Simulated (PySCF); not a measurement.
# Si₂H₂: structure of the singlet

The task is one start of a wider search on Si₂H₂: the singlet, from a linear X-M-M-X start. It is relaxed, tested by its Hessian and followed downhill if it is a saddle.

Computed with PySCF 2.14.0. Level: PBE0, basis Si def2-TZVP, H def2-TZVP, no relativity, density fitting.

## (1) The starting structure

4 atoms, charge 0, spin multiplicity 1.

Bond lengths: Si1–Si2 2.320 Å, Si1–H3 1.480 Å, Si2–H4 1.480 Å. Angles: Si2–Si1–H3 180.0°, Si1–Si2–H4 180.0°.

```xyz
4
charge 0 multiplicity 1
Si    0.0000    0.0000    1.1600
Si    0.0000    0.0000   -1.1600
H     0.0000    0.0000    2.6400
H     0.0000    0.0000   -2.6400
```

## (2) Finding the electronic state

The steps below are one call of a driver around PySCF. For each, scf.py gives the equivalent set-up of the SCF; relaxations use the driver's own optimiser. After this first run the driver tries any further starts and a stability analysis.

scf.py

```python
from pyscf import gto, scf, dft
mol = gto.M(atom='''
Si     0.000000     0.000000     1.160000
Si     0.000000     0.000000    -1.160000
H      0.000000     0.000000     2.640000
H      0.000000     0.000000    -2.640000''',
    basis={'Si': 'def2-TZVP', 'H': 'def2-TZVP'},
    charge=0, spin=0)
mf = dft.RKS(mol, xc='PBE0')
mf.grids.atom_grid = (50, 194)
aux = {'Si': 'def2-universal-JKFIT', 'H': 'def2-universal-JKFIT'}
mf = mf.density_fit(auxbasis=aux)
mf.conv_tol = 1e-08
mf.diis_space = 10
mf.max_cycle = 60
mf.init_guess = 'minao'
mf.verbose = 4
mf.kernel()
```

Launch:

```
> OMP_NUM_THREADS=2 python axn.py task.json out
```

What it wrote:

```text
init E= -579.701822066182
  HOMO = -0.187875414328519  LUMO = -0.14637585653289  gap/eV = 1.12926
cycle= 1 E= -579.742106063251  delta_E= -0.0403  |g|= 0.18  |ddm|= 1.76
  HOMO = -0.202669288149315  LUMO = -0.129888272803017  gap/eV = 1.98047
cycle= 2 E= -579.745744266297  delta_E= -0.00364  |g|= 0.124  |ddm|= 0.265
  HOMO = -0.216620953309903  LUMO = -0.132596018632391  gap/eV = 2.28643
cycle= 3 E= -579.751163300683  delta_E= -0.00542  |g|= 0.0278  |ddm|= 0.135
  HOMO = -0.211269811046798  LUMO = -0.128267373885796  gap/eV = 2.25861
cycle= 4 E= -579.751409304313  delta_E= -0.000246  |g|= 0.00469  |ddm|= 0.0341
  HOMO = -0.211717638627219  LUMO = -0.128145591889183  gap/eV = 2.27411
cycle= 5 E= -579.751417427897  delta_E= -8.12e-06  |g|= 0.000265  |ddm|= 0.00473
  HOMO = -0.211790366319278  LUMO = -0.128257562420345  gap/eV = 2.27304
cycle= 6 E= -579.751417461072  delta_E= -3.32e-08  |g|= 2.7e-05  |ddm|= 0.000459
  HOMO = -0.211781289055734  LUMO = -0.128246952339783  gap/eV = 2.27309
cycle= 7 E= -579.751417461448  delta_E= -3.76e-10  |g|= 1.94e-06  |ddm|= 5.07e-05
  HOMO = -0.211782092992615  LUMO = -0.12824761948386  gap/eV = 2.27309
Extra cycle  E= -579.751417461449  delta_E= -6.82e-13  |g|= 1.85e-06  |ddm|= 4.89e-06
converged SCF energy = -579.751417461449
```

This step, with its further starts and checks, ran for 5.3 s (2 threads of Intel Xeon at 2.60GHz (Ice Lake), shared host).

Energies from each starting density:

```
                      start  energy (Eh)
    the minimal-basis guess  -579.751417
a thermally smeared density  -579.751417
      a smeared PBE density  -579.751417
```

The test of internal stability and the other starts found no lower closed-shell solution.

## (3) Linear X-M-M-X start, singlet: relaxation

The program finds D∞h symmetry in the start, which this walk keeps. Threshold on the gradient: 0.0003 Eh/bohr, with a further test on the energy change.

scf.py, as its differences from that of step 2:

```diff
@@ -16 +15,0 @@
-mf.init_guess = 'minao'
```

Steps of the walk:

```
step  energy (Eh)  change (kJ/mol)  largest symmetric gradient (Eh/bohr)
   0  -579.751417             0.00                               0.11066
   1  -579.797587          -121.22                               0.01594
   2  -579.798960          -124.82                               0.03729
   3  -579.800464          -128.77                               0.00146
   4  -579.800474          -128.80                               0.00022
   5  -579.800474          -128.80                               0.00000
```

The walk took 5.5 s.

Positions (Å) and forces (eV/Å) along the way:

```
step 0
Si   0.000   0.000   1.160   0.000   0.000  -5.690
Si   0.000   0.000  -1.160   0.000   0.000   5.690
H    0.000   0.000   2.640   0.000   0.000  -0.236
H    0.000   0.000  -2.640   0.000   0.000   0.236
step 1
Si   0.000   0.000   1.009   0.000   0.000  -0.820
Si   0.000   0.000  -1.009   0.000   0.000   0.820
H    0.000   0.000   2.516   0.000   0.000  -0.761
H    0.000   0.000  -2.516   0.000   0.000   0.761
step 3
Si   0.000   0.000   0.983   0.000   0.000  -0.075
Si   0.000   0.000  -0.983   0.000   0.000   0.075
H    0.000   0.000   2.450   0.000   0.000  -0.039
H    0.000   0.000  -2.450   0.000   0.000   0.039
step 5
Si   0.000   0.000   0.982   0.000   0.000   0.000
Si   0.000   0.000  -0.982   0.000   0.000   0.000
H    0.000   0.000   2.446   0.000   0.000   0.000
H    0.000   0.000  -2.446   0.000   0.000   0.000
```

It settles in D∞h symmetry, 128.8 kJ/mol below the start, after 5 steps: Si–H 1.465 Å (×2), Si–Si 1.963 Å; H–Si–Si 180.0° (×2).

## (4) Hessian and properties

The point is checked on the finer grid, and tightened if its gradient asks for it. The Hessian and the dipole derivatives come from central differences of analytic gradients, with steps of 0.02 bohr.

scf.py, as its differences from that of step 3:

```diff
@@ -3,4 +3,4 @@
-Si     0.000000     0.000000     1.160000
-Si     0.000000     0.000000    -1.160000
-H      0.000000     0.000000     2.640000
-H      0.000000     0.000000    -2.640000''',
+Si    -0.000000     0.000000     0.981654
+Si     0.000000    -0.000000    -0.981654
+H     -0.000000     0.000000     2.446246
+H      0.000000     0.000000    -2.446246''',
@@ -10 +10 @@
-mf.grids.atom_grid = (50, 194)
+mf.grids.atom_grid = (75, 302)
@@ -13 +13 @@
-mf.conv_tol = 1e-08
+mf.conv_tol = 1e-10
```

The driver hands on the density of the step before, so the log starts near convergence.

SCF at the final geometry:

```text
init E= -579.800464502475
  HOMO = -0.226503506073726  LUMO = -0.0749177133521162  gap/eV = 4.12486
cycle= 1 E= -579.800464502454  delta_E= 2.11e-11  |g|= 7.81e-06  |ddm|= 1.05e-05
  HOMO = -0.22650360503905  LUMO = -0.0749177617654642  gap/eV = 4.12486
Extra cycle  E= -579.800464502293  delta_E= 1.61e-10  |g|= 2.02e-05  |ddm|= 2.71e-05
converged SCF energy = -579.800464502293
```

The whole step took 20 s.

Geometry: D∞h; Si–H 1.465 Å (×2), Si–Si 1.963 Å; H–Si–Si 180.0° (×2).

Modes, for the most abundant isotopes:

```tsv
symmetry	ω (cm⁻¹)	IR (km/mol)
πg	565i	0.0
πu	446	5.7
σg+	776	0.0
σu+	2339	2.1
σg+	2342	0.0
```

2 modes are imaginary, the largest at 565i cm⁻¹: a saddle point, not a minimum.

Constants and moments:

```yaml
Dipole_moment: 0.00 D
Highest_occupied_level: -6.16 eV
Lowest_empty_level: -2.04 eV
Rotational_constants: 0.2555 cm⁻¹
Zero-point_energy_real_modes: 38.0 kJ/mol
Principal_polarisabilities: 45.0, 45.0, 100.2 bohr³
Atomisation_energy_without_zero-point_energy: 786 kJ/mol
Principal_traceless_quadrupole_moments_about_the_centre_of_mass: -5.17, -5.17, 10.34 D Å
```

Charges (e) and bond orders:

```csv
atom,Mulliken,Löwdin,polar tensor,Mayer order to Si1
Si1,-0.09,0.00,-0.04,–
Si2,-0.09,0.00,-0.04,2.91
H3,0.09,0.00,0.04,0.94
H4,0.09,0.00,0.04,0.03
```

Outer orbital energies (eV). occupied: -100.16, -100.16, -100.07, -15.60, -13.46, -10.84, -6.16, -6.16; empty: -2.04, -1.52, -1.52, 1.34.

Mulliken populations on Si1: s 5.24, p 8.75, d 0.08, f 0.02.

## (5) Downhill along the imaginary mode

The start is the last point, displaced along its most imaginary mode.

The program finds C2h symmetry in the start, which this walk keeps.

scf.py, as its differences from that of step 4:

```diff
@@ -3,4 +3,4 @@
-Si    -0.000000     0.000000     0.981654
-Si     0.000000    -0.000000    -0.981654
-H     -0.000000     0.000000     2.446246
-H      0.000000     0.000000    -2.446246''',
+Si    -0.005460     0.009286     0.981654
+Si     0.005460    -0.009286    -0.981654
+H      0.060821    -0.103445     2.446246
+H     -0.060821     0.103445    -2.446246''',
@@ -10 +10 @@
-mf.grids.atom_grid = (75, 302)
+mf.grids.atom_grid = (50, 194)
@@ -13 +13 @@
-mf.conv_tol = 1e-10
+mf.conv_tol = 1e-08
```

Energy and gradient, step by step:

| step | energy (Eh) | change (kJ/mol) | largest symmetric gradient (Eh/bohr) |
| --- | --- | --- | --- |
| 0 | -579.801208 | 0.00 | 0.00565 |
| 1 | -579.802145 | -2.46 | 0.00847 |
| 2 | -579.804052 | -7.47 | 0.01196 |
| 3 | -579.807662 | -16.95 | 0.01557 |
| 4 | -579.813333 | -31.84 | 0.01747 |
| 5 | -579.819823 | -48.87 | 0.01519 |
| 6 | -579.821431 | -53.10 | 0.02573 |
| 7 | -579.828567 | -71.83 | 0.00605 |
| 8 | -579.829110 | -73.26 | 0.00333 |
| 9 | -579.829372 | -73.95 | 0.00022 |
| 10 | -579.829373 | -73.95 | 0.00007 |

The walk took 10 s.

Positions (Å) and forces (eV/Å) along the way:

```
step 0
Si  -0.005   0.009   0.982  -0.171   0.291   0.183
Si   0.005  -0.009  -0.982   0.171  -0.291  -0.183
H    0.061  -0.103   2.446   0.065  -0.111  -0.111
H   -0.061   0.103  -2.446  -0.065   0.111   0.111
step 1
Si  -0.018   0.031   0.983  -0.256   0.436   0.065
Si   0.018  -0.031  -0.983   0.256  -0.436  -0.066
H    0.066  -0.112   2.440   0.102  -0.174  -0.026
H   -0.066   0.112  -2.440  -0.102   0.173   0.026
step 5
Si  -0.132   0.225   0.984  -0.459   0.782   0.124
Si   0.132  -0.225  -0.984   0.459  -0.782  -0.124
H    0.111  -0.188   2.399   0.165  -0.282  -0.339
H   -0.111   0.188  -2.399  -0.165   0.282   0.339
step 10
Si  -0.225   0.382   0.944   0.000   0.000  -0.004
Si   0.225  -0.382  -0.944   0.000   0.000   0.004
H    0.144  -0.244   2.249   0.001  -0.001   0.001
H   -0.144   0.244  -2.249  -0.001   0.001  -0.001
```

End point (C2h, 10 steps, 73.9 kJ/mol gained): Si–H 1.494 Å (×2), Si–Si 2.086 Å; H–Si–Si 125.8° (×2).

## (6) Hessian and properties

The same treatment as at the point before.

scf.py, as its differences from that of step 5:

```diff
@@ -3,4 +3,4 @@
-Si    -0.005460     0.009286     0.981654
-Si     0.005460    -0.009286    -0.981654
-H      0.060821    -0.103445     2.446246
-H     -0.060821     0.103445    -2.446246''',
+Si    -0.224574     0.381956     0.944150
+Si     0.224574    -0.381956    -0.944150
+H      0.143674    -0.244362     2.249225
+H     -0.143674     0.244362    -2.249225''',
@@ -10 +10 @@
-mf.grids.atom_grid = (50, 194)
+mf.grids.atom_grid = (75, 302)
@@ -13 +13 @@
-mf.conv_tol = 1e-08
+mf.conv_tol = 1e-10
```

SCF at the final geometry:

```text
init E= -579.829372493138
  HOMO = -0.220855376647375  LUMO = -0.124790435086071  gap/eV = 2.61406
cycle= 1 E= -579.829372492597  delta_E= 5.41e-10  |g|= 3.53e-05  |ddm|= 5.2e-05
  HOMO = -0.220854984134778  LUMO = -0.124790214487641  gap/eV = 2.61406
cycle= 2 E= -579.829372487404  delta_E= 5.19e-09  |g|= 0.000109  |ddm|= 0.000161
  HOMO = -0.220855081314408  LUMO = -0.124790268813904  gap/eV = 2.61406
cycle= 3 E= -579.829372493202  delta_E= -5.8e-09  |g|= 6.16e-07  |ddm|= 0.000121
  HOMO = -0.220855181707357  LUMO = -0.124790324728849  gap/eV = 2.61406
cycle= 4 E= -579.829372493202  delta_E= 2.27e-13  |g|= 1.01e-08  |ddm|= 6.67e-07
  HOMO = -0.220855179921934  LUMO = -0.12479032406868  gap/eV = 2.61406
Extra cycle  E= -579.829372493202  delta_E=    0  |g|= 7.65e-09  |ddm|= 1.66e-08
converged SCF energy = -579.829372493202
```

The whole step ran for 26 s (2 threads of Intel Xeon at 2.60GHz (Ice Lake), shared host).

Geometry: C2h; Si–H 1.494 Å (×2), Si–Si 2.086 Å; H–Si–Si 125.8° (×2).

Modes, for the most abundant isotopes:

```tsv
symmetry	ω (cm⁻¹)	IR (km/mol)	μ (u)
bu	204	53.7	1.04
au	246	45.5	1.04
ag	570	0.0	2.41
ag	619	0.0	1.96
ag	2186	0.0	1.05
bu	2191	97.6	1.04
```

No imaginary mode, so this is a minimum.

Constants and moments:

```yaml
Dipole_moment: 0.00 D
Highest_occupied_level: -6.01 eV
Lowest_empty_level: -3.40 eV
Rotational_constants: 6.415, 0.2458, 0.2367 cm⁻¹
Zero-point_energy: 36.0 kJ/mol
Principal_polarisabilities: 51.2, 52.5, 105.8 bohr³
Atomisation_energy_without_zero-point_energy: 862 kJ/mol
Principal_traceless_quadrupole_moments_about_the_centre_of_mass: -5.15, -2.04, 7.18 D Å
Entropy_at_298.15_K_and_1_bar: 261.6 J/(mol K)
Heat_capacity_Cp_at_298.15_K: 57.1 J/(mol K)
Enthalpy_at_298.15_K_above_0_K: 13.52 kJ/mol
Rotational_symmetry_number: 2
```

Populations by atom (charges in e):

| atom | Mulliken | Löwdin | polar tensor | Mayer order to Si1 |
| --- | --- | --- | --- | --- |
| Si1 | -0.04 | 0.02 | -0.03 | – |
| Si2 | -0.04 | 0.02 | -0.03 | 2.48 |
| H3 | 0.04 | -0.02 | 0.03 | 0.90 |
| H4 | 0.04 | -0.02 | 0.03 | 0.06 |

Outer orbital energies (eV). occupied: -100.14, -100.09, -100.07, -15.41, -12.92, -9.83, -7.18, -6.01; empty: -3.40, -1.64, -0.24, 1.48.

Mulliken populations on Si1: s 5.52, p 8.41, d 0.10, f 0.01.

## (7) Stability of the closed shell

At the lowest minimum the closed shell is tested against spin polarisation, on the (50, 194) grid. It is unstable: an open-shell solution lies lower. That solution was not followed to a minimum here.

## (8) The points found, side by side

| spin | group | bonds | imaginary modes (cm⁻¹) | ΔE (kJ/mol) | with zero-point energy |
| --- | --- | --- | --- | --- | --- |
| singlet | C2h | Si–H 1.494 Å (×2), Si–Si 2.086 Å | none | 0.0 | 0.0 |
| singlet | D∞h | Si–H 1.465 Å (×2), Si–Si 1.963 Å | 565i, 565i | 75.9 | – |

## (9) Results

| quantity | value |
| --- | --- |
| minimum | singlet, C2h (closed shell, unstable towards spin polarisation) |
| geometry | Si–H 1.494 Å (×2), Si–Si 2.086 Å; H–Si–Si 125.8° (×2) |
| wavenumbers (cm⁻¹) | 204 (bu), 246 (au), 570 (ag), 619 (ag), 2186 (ag), 2191 (bu) |
| dipole moment | 0.00 D |
| highest occupied, lowest empty level | -6.01, -3.40 eV |
| polar-tensor charge of Si1 | -0.03 e |
| zero-point energy | 36.0 kJ/mol |

**Reading.** From D∞h at the start the molecule goes to a C2h minimum, after a stop at a second-order saddle point 75.9 kJ/mol higher, from which it was pushed off along an imaginary mode. The strongest infrared band lies at 2191 cm⁻¹ (bu). Other starts or spin states, not run here, may lie lower. A stability analysis at the minimum finds the closed shell unstable towards spin polarisation: an open-shell solution lies lower, and these values are not those of the lowest state.

The search up to here took 70 s.
